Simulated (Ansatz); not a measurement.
**SrFCuTe (P4/nmm, No. 129; cell taken from a computed entry)**

Calculation: LDA in Ansatz (plane waves, PAW).

Numerical settings: plane-wave cutoff 520 eV, 8×8×4 k mesh (along the axes of the cell as run), Fermi–Dirac smearing 0.01 eV, no spin polarisation, scalar-relativistic PAW data made under PBE.

Cell (relaxed with PBEsol):

```cif
data_Cu2F2Sr2Te2
_chemical_formula_sum 'Sr2 Cu2 Te2 F2'
_space_group_name_H-M_alt 'P4/nmm :1'
_space_group_IT_number 129
_space_group_name_Hall 'P 4ab 2ab -1ab'
_cell_length_a 4.19725
_cell_length_b 4.19725
_cell_length_c 9.06254
_cell_angle_alpha 90.000
_cell_angle_beta 90.000
_cell_angle_gamma 90.000
loop_
_space_group_symop_operation_xyz
  'x, y, z'
  '-y+1/2, x+1/2, z'
  '-x, -y, z'
  'y+1/2, -x+1/2, z'
  'x+1/2, -y+1/2, -z'
  '-y, -x, -z'
  '-x+1/2, y+1/2, -z'
  'y, x, -z'
  '-x+1/2, -y+1/2, -z'
  'y, -x, -z'
  'x+1/2, y+1/2, -z'
  '-y, x, -z'
  '-x, y, z'
  'y+1/2, x+1/2, z'
  'x, -y, z'
  '-y+1/2, -x+1/2, z'
loop_
_atom_site_label
_atom_site_type_symbol
_atom_site_symmetry_multiplicity
_atom_site_Wyckoff_symbol
_atom_site_fract_x
_atom_site_fract_y
_atom_site_fract_z
_atom_site_occupancy
Sr1 Sr 2 c 0.50000 0.00000 0.14781 1
Cu1 Cu 2 b 0.50000 0.50000 0.50000 1
Te1 Te 2 c 0.00000 0.50000 0.32544 1
F1 F 2 a 0.00000 0.00000 0.00000 1
```

```yaml
band_gap: 1.42 eV
```

Note: cell and atoms aren't relaxed at this level (largest force component 0.18 eV/Å, pressure -2.8 GPa).

Spin–orbit coupling is not included.

Static lattice: no zero-point or thermal effects.

Ansatz is a program for electronic structure.
